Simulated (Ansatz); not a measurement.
For wurtzite AlN, revPBE in Ansatz (plane waves, PAW) gives:

```
Quantity                                   Value
----------------------------------  ------------
lattice constant a                       3.145 Å
lattice parameter c                      5.042 Å
bulk modulus                             187 GPa
cohesive energy                     5.37 eV/atom
high-frequency dielectric constant          4.57
elastic constant C11                     364 GPa
elastic constant C44                     110 GPa
Voigt–Reuss–Hill shear modulus           119 GPa
```

Q: What does r²SCAN (PAW; Ansatz, an electronic-structure program) give for the same quantities?

A: 
- lattice constant a: 3.107 Å (falls by 1.2 %)
- lattice parameter c: 4.978 Å (drops by 1.3 %)
- bulk modulus: 210 GPa (increases by 12 %)
- cohesive energy: 5.82 eV/atom (increases by 0.45 eV/atom)
- high-frequency dielectric constant: 4.20 (drops by 8.1 %)
- elastic constant C11: 409 GPa (goes up by 12 %)
- elastic constant C44: 123 GPa (increases by 12 %)
- Voigt–Reuss–Hill shear modulus: 133 GPa (increases by 12 %)

For comparison: lattice constant a 3.111 Å (measured, low temperature, extrapolated to low temperature; as tabulated in arXiv:1206.3780); lattice parameter c 4.979 Å (measured, low temperature, extrapolated to low temperature; as tabulated in arXiv:1206.3780); bulk modulus 208 GPa (measured, temperature not stated, not corrected to a static lattice, our sources range from 200 to 211; as tabulated in J. Phys. Chem. B 108, 11506, doi 10.1021/jp048396e, abstract (bulk AlN value …); cohesive energy 5.85 ± 0.03 eV/atom (worked out here from tabulated enthalpies at 298 K, copied from a table, unchecked, brought to a static lattice with a Debye model, atoms in their spin–orbit ground levels; inputs from the CRC Handbook); high-frequency dielectric constant 4.18 (measured, temperature not stated, no zero-point or thermal correction, mean; as tabulated in Skone et al. (2014), arXiv:1501.03184); elastic constant C11 410 GPa (measured, temperature not stated, no zero-point or thermal correction; as tabulated in Oses et al. (2018), arXiv:1811.08464); elastic constant C44 125 GPa (measured, temperature not stated, not corrected to a static lattice; as tabulated in Oses et al. (2018), arXiv:1811.08464); Voigt–Reuss–Hill shear modulus 133 GPa (measured, temperature not stated, not corrected to a static lattice, Hill average of measured single-crystal constants; as tabulated in Oses et al. (2018), arXiv:1811.08464).

Changes are worked out from the printed values.

Unless a cell is named, each level is at its own relaxed cell (revPBE 10.79, r²SCAN 10.40 Å³/atom).

Ansatz's density-functional and Hartree–Fock values are scalar-relativistic unless marked +SOC, with PAW data made under PBE.
